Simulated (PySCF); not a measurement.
Na2, SMILES [Na][Na].

Geometry optimised at B3LYP-D3(BJ)/def2-TZVPD.

Computed with ωB97X/def2-TZVPD run with PySCF.

```json
{
 "total_energy": "-324.54995 hartree",
 "point_group": "D∞h",
 "highest_occupied_level": "-5.00 eV",
 "lowest_empty_level": "-0.16 eV",
 "orbital_gap": "4.84 eV",
 "dipole_moment": "0.00 D",
 "quadrupole, principal values (traceless, Buckingham form, about the centre of nuclear charge)": "-7.93, -7.93, 15.86 D·Å",
 "mean_static_polarisability": "260.6 bohr³ (38.61 Å³)",
 "polarisability_principal_values": "211.1, 211.1, 359.5 bohr³"
}
```
